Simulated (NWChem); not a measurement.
Species: SO, triplet; SMILES O=S

Results from NWChem. Pople sets run with spherical d functions. Spin-unrestricted. Structure relaxed at the PBE0/def2-SVP, spin-unrestricted level. No stability test was run on the SCF state. Level MN15/6-31G*: energy and gradient on several grids; changes count from the extra-fine grid, which is no exact limit either.

### Question
Which is the coarsest grid (xfine; fine; medium; coarse; xcoarse) from which on the energy stays within 50 μHa and each gradient component within 100 μHa/bohr of xfine?

### Answer
medium.
```json
[
 {"grid": "xcoarse", "size of the energy change (μHa)": "8000", "largest change of a gradient component (μHa/bohr)": "1000"},
 {"grid": "coarse", "size of the energy change (μHa)": "50", "largest change of a gradient component (μHa/bohr)": "200"},
 {"grid": "medium", "size of the energy change (μHa)": "< 10", "largest change of a gradient component (μHa/bohr)": "40"},
 {"grid": "fine", "size of the energy change (μHa)": "< 10", "largest change of a gradient component (μHa/bohr)": "< 30"},
 {"grid": "xfine", "size of the energy change (μHa)": "< 10", "largest change of a gradient component (μHa/bohr)": "< 30"}
]
```
